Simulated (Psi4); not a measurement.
# HNO (nitroxyl) at CCSD/6-31+G(d,p) (Cartesian functions)

Aim: the electrostatic solvation energy at fixed shape (IEF-PCM, chloroform) of HNO (nitroxyl) at CCSD/6-31+G** (Cartesian functions), from 2 runs. 

The calculation is run with Psi4 1.11.

3 further runs of the same task are left out: 2 that didn't finish, 1 set aside as unsound or not needed.

### 1 Starting point

The species is HNO (3 atoms), meant as a singlet with charge 0. As SMILES, `N=O`. The coordinates come from a GFN2-xTB relaxation.

Bond lengths: N1–O2 1.201 Å, N1–H3 1.062 Å. Angles: O2–N1–H3 112.4°.

### 2 A single-point energy at CCSD/6-31+G(d,p) (Cartesian functions)

hno.xyz

```xyz
3
HNO
N     -0.275940     0.297220    -0.114780
O      0.768580     0.418030     0.466150
H     -0.492640    -0.715240    -0.351380
```

hno_ase.py

```python
import numpy as np
from ase.calculators.psi4 import Psi4
from ase.io import read

atoms = read('hno.xyz')
calc = Psi4(atoms=atoms, method='ccsd', basis='6-31+G**', memory='1600MB', num_threads=1, charge=0, multiplicity=1, label='psi4-calc')
calc.psi4.set_options({'freeze_core': True, 'scf_type': 'pk'})
atoms.calc = calc

print(f'energy: {atoms.get_potential_energy():.6f} eV')
```

Started as:

```console
$ python hno_ase.py
```

psi4-calc.dat:

```text
[...]
  Running in c1 symmetry.
[...]
  Nuclear repulsion =   30.405126668910015
[...]
  Multiplicity = 1
[...]
  Nalpha       = 8
  Nbeta        = 8
[...]
    Number of basis functions: 43
[...]
   @RHF iter   1:  -129.75570481033270   -6.59668e-01   6.38109e-03 ADIIS/DIIS
[...]
   @RHF iter  11:  -129.79138961366692   -7.95808e-12   7.68454e-09 DIIS
[...]
    Orbital Energies [Eh]
    ---------------------
    Doubly Occupied:
       1A    -20.673644     2A    -15.726626     3A     -1.541316
       4A     -0.995960     5A     -0.750122     6A     -0.670013
       7A     -0.601431     8A     -0.425405
[...]
  @RHF Final Energy:  -129.79138961366692
   => Energetics <=
    Nuclear Repulsion Energy =             30.4051266689100146
    One-Electron Energy =                -237.6239972035691039
    Two-Electron Energy =                  77.4274809209921671
    Total Energy =                       -129.7913896136669223
[...]
 Multipole Moments:
 ------------------------------------------------------------------------------------
     Multipole            Electronic (a.u.)      Nuclear  (a.u.)        Total (a.u.)
 ------------------------------------------------------------------------------------
 L = 1.  Multiply by 2.5417464519 to convert [e a0] to [Debye]
 Dipole X            :          0.3320301           -0.6976792           -0.3656491
 Dipole Y            :          0.2656670           -0.9761992           -0.7105322
 Dipole Z            :          0.2113821           -0.4933032           -0.2819211
 Magnitude           :                                                    0.8473694
[...]
      * MP2 total energy                      = -130.141457244674569
[...]
      * CCSD total energy                     = -130.151741636399777
```

The script printed:

```text
energy: -3541.609283 eV
```

Run time: 4.2 s. Hardware: 1 thread of AMD EPYC 7B13 (Zen 3), shared host; peak memory 0.21 GiB.

### 3 A single-point energy at CCSD/6-31+G(d,p) (Cartesian functions, IEF-PCM chloroform)

hno.dat

```
memory 1600 MB

molecule {
  0 1
  N
  O 1 R2
  H 1 R3 2 A3

  R2 = 1.20129
  R3 = 1.06208
  A3 = 112.39593
  symmetry c1
}

set freeze_core true
set scf_type pk
set pcm true

pcm = {
  Units = Angstrom
  Medium {
    SolverType = IEFPCM
    Solvent = Chloroform
  }
  Cavity {
    Type = GePol
    RadiiSet = UFF
    Scaling = False
    Area = 0.3
    Mode = Implicit
  }
}

result, w = energy("ccsd/6-31+G**", return_wfn=True)
print_variables()
```

Started as:

```console
$ psi4 -i hno.dat -o hno.out -n 1
```

hno.out:

```text
[...]
  Running in c1 symmetry.
[...]
  Nuclear repulsion =   30.405118057875320
[...]
  Multiplicity = 1
[...]
  Nalpha       = 8
  Nbeta        = 8
[...]
    Number of basis functions: 43
[...]
   @RHF iter   1:  -129.76497546859366   -6.68840e-01   6.09203e-03 DIIS/ADIIS
[...]
   @RHF iter  11:  -129.79686659553946   -6.59384e-12   7.97995e-09 DIIS
[...]
    Orbital Energies [Eh]
    ---------------------
    Doubly Occupied:
       1A    -20.670354     2A    -15.724289     3A     -1.539092
       4A     -0.991978     5A     -0.748406     6A     -0.669800
       7A     -0.600282     8A     -0.424235
[...]
  @RHF Final Energy:  -129.79686659553946
   => Energetics <=
    Nuclear Repulsion Energy =             30.4051180578753204
    One-Electron Energy =                -237.6706629913014126
    Two-Electron Energy =                  77.4749275532832087
    PCM Polarization Energy =              -0.0062492153965645
    Total Energy =                       -129.7968665955394556
[...]
 Multipole Moments:
 ------------------------------------------------------------------------------------
     Multipole            Electronic (a.u.)      Nuclear  (a.u.)        Total (a.u.)
 ------------------------------------------------------------------------------------
 L = 1.  Multiply by 2.5417464519 to convert [e a0] to [Debye]
 Dipole X            :          0.1282948           -0.8905843           -0.7622895
 Dipole Y            :         -0.2993842            0.9433607            0.6439765
 Dipole Z            :         -0.0000000            0.0000000           -0.0000000
 Magnitude           :                                                    0.9978933
[...]
      * MP2 total energy                      = -130.145739428534057
[...]
      * CCSD total energy                     = -130.156079469148523
[...]
```

Wall time 4.2 s (1 thread of AMD EPYC 7B13 (Zen 3), shared host); peak memory 0.21 GiB.

### 4 Summary of results

At CCSD/6-31+G** (Cartesian functions), 2 core orbitals frozen:

```
                                                        quantity          value
                                         gas phase: total energy  -130.15174 Eh
                  gas phase: HOMO energy (Hartree–Fock orbitals)      -11.58 eV
                  gas phase: LUMO energy (Hartree–Fock orbitals)        1.84 eV
                gas phase: HOMO–LUMO gap (Hartree–Fock orbitals)       13.42 eV
          gas phase: correlation energy (2 core orbitals frozen)     -360.4 mEh
                                        gas phase: T1 diagnostic          0.017
                               IEF-PCM, chloroform: total energy  -130.15608 Eh
        IEF-PCM, chloroform: HOMO energy (Hartree–Fock orbitals)      -11.54 eV
        IEF-PCM, chloroform: LUMO energy (Hartree–Fock orbitals)        1.92 eV
      IEF-PCM, chloroform: HOMO–LUMO gap (Hartree–Fock orbitals)       13.47 eV
IEF-PCM, chloroform: correlation energy (2 core orbitals frozen)     -359.2 mEh
                 IEF-PCM, chloroform: solvent term in the energy   -16.4 kJ/mol
                              IEF-PCM, chloroform: T1 diagnostic          0.017
                energy change from gas to solvent at fixed shape      -0.118 eV
```

In words: The solvent model (IEF-PCM, chloroform) lowers the energy by 0.12 eV (−11.4 kJ/mol) at the same shape. It holds the electrostatic part alone, without cavity or dispersion terms.
